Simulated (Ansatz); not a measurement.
# H₂S₂O (SMILES SOS): single points off equilibrium

The task here is to estimate one member of a computed series from the others.

Method: single points in def2-TZVPP; program: Ansatz 0.2.0, Gaussian basis.

Cores are frozen in the correlated methods. B3LYP uses VWN-RPA correlation.

### Where the work starts

SMILES `SOS`, 5 atoms, charge 0, spin multiplicity 1.

Atoms are counted from 1 here; the program's logs count them from 0.

Bond lengths: S1–O2 1.680 Å, S1–H4 1.349 Å, O2–S3 1.697 Å, S3–H5 1.404 Å. Angles: O2–S1–H4 96.2°, S1–O2–S3 125.1°, O2–S3–H5 97.6°.

As a file:

| atom | x (Å) | y (Å) | z (Å) |
| --- | --- | --- | --- |
| S1 | -0.93720 | 0.11600 | -1.18610 |
| O2 | -0.13780 | 0.59010 | 0.21390 |
| S3 | 1.01950 | -0.33850 | 1.03790 |
| H4 | -1.88950 | -0.61320 | -0.56950 |
| H5 | 2.16400 | 0.24530 | 0.47100 |

The first run:

Input file run/in.yaml:

```yaml
crystal:
  periodic: [false, false, false]
  atoms:
    - {symbol: S, position_ang: [-0.937200, 0.116000, -1.186100]}
    - {symbol: O, position_ang: [-0.137800, 0.590100, 0.213900]}
    - {symbol: S, position_ang: [1.019500, -0.338500, 1.037900]}
    - {symbol: H, position_ang: [-1.889500, -0.613200, -0.569500]}
    - {symbol: H, position_ang: [2.164000, 0.245300, 0.471000]}
basis:
  gaussian: {orbitals: def2-TZVPP}
correlation: {method: ccsd_t}
output: {forces: true}
```

The command line of these runs was not kept.

Among the steps run: CCSD(T)/def2-TZVPP; PBE0-D4/def2-TZVPP; wB97M-V/def2-TZVPP; r2SCAN-D4/def2-TZVPP; PBE-D4/def2-TZVPP; B3LYP-D4/def2-TZVPP; r2SCANh-D4/def2-TZVPP.

One table of the session follows, with a row left open; its other results are not shown here.

```
    method  RMS force component (eV/Å)  angle to CCSD(T) forces (°)  dipole (D)
   CCSD(T)                       0.562                    reference        0.87
   PBE0-D4                           ?                            ?           ?
   wB97M-V                       0.570                         14.4        0.89
 r2SCAN-D4                       0.490                          7.4        0.76
    PBE-D4                       0.438                         29.6        0.74
  B3LYP-D4                       0.488                          6.2        0.85
r2SCANh-D4                       0.530                          9.1        0.79
```

Estimate the missing values for PBE0-D4.

The run gave: RMS force component (eV/Å): 0.541; angle to CCSD(T) forces (°): 17.6; dipole (D): 0.83. In the column «RMS force component (eV/Å)» it lies between r2SCANh-D4 (0.530) and CCSD(T) (0.562).
